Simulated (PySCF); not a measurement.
TDDFT excited states: C3H7OP

Species: C3H7OP.
SMILES with atom numbers: `[CH2:1]=[CH:2][PH:3][CH2:4][OH:5]` (hydrogens: H6, H7 on C1; H8 on C2; H9 on P3; H10, H11 on C4; H12 on O5)

Method: PySCF, TDDFT wB97X-D/def2-SVPD, vertical, gas phase, core orbitals frozen in the response. One conformer (not necessarily the lowest) at the GFN2-xTB geometry, without solvent, vibrations or thermal averaging. Torsions of this conformer, `[CH2:1]=[CH:2][PH:3][CH2:4][OH:5]`: C1–C2–P3–C4 -127°, C2–P3–C4–O5 -74°, H–O5–C4–P3 -63°.

Question: Predict the UV-vis stick spectrum at this level.

Answer: 

| state | E (eV) | λ (nm) | f | main configurations (H = HOMO, L = LUMO) |
| --- | --- | --- | --- | --- |
| S1 | 5.93 | 209.2 | 0.242 | H→L (90%) |
| S2 | 6.30 | 196.7 | 0.059 | H→L+1 (82%) |
| S3 | 6.67 | 186.0 | 0.0043 | H→L+2 (70%) |
| S4 | 6.90 | 179.7 | 0.010 | H-1→L (69%), H-1→L+1 (15%) |
| S5 | 7.17 | 172.9 | 0.063 | H-1→L+1 (57%), H-1→L (10%) |
| S6 | 7.31 | 169.6 | 0.030 | H→L+3 (35%), H→L+4 (32%) |
| S7 | 7.60 | 163.1 | 0.015 | H→L+4 (36%), H→L+3 (34%) |
| S8 | 7.76 | 159.7 | 0.054 | H-2→L (51%), H-3→L (10%) |

Triplets (Tamm–Dancoff): T1 4.21 eV, H→L (70%), H-2→L (18%); T2 5.37 eV, H→L+1 (63%), H→L+4 (10%), H→L+2 (9%); T3 5.67 eV, H-2→L (25%), H→L+2 (18%), H→L+4 (15%).

The lowest singlet lies at 5.93 eV (209 nm, ultraviolet) and is strong; its leading configuration is HOMO→LUMO (90%). The lowest level is also the most intense of those listed (f = 0.242). Löwdin shares by element: HOMO phosphorus 43%, carbon 43%; LUMO carbon 65%, phosphorus 13% (atoms not listed hold the other 22%). The oscillator strengths of these states sum to 0.478; summed over the whole spectrum of an exact calculation they would give the number of electrons, 48 (Thomas–Reiche–Kuhn). Of the 8 states listed, 7 reach f = 0.01 and none stays under 0.0005. The listed states span 1.84 eV, and the widest gap between neighbours is 0.38 eV (S1 to S2). No computed singlet lies in the visible range (380 to 750 nm); the lowest, at 209 nm, stands 2.66 eV above its violet end (3.26 eV). The window holds the lowest 8 singlets.

On Arm Neoverse V2, one thread, shared host, this took 15 s wall.
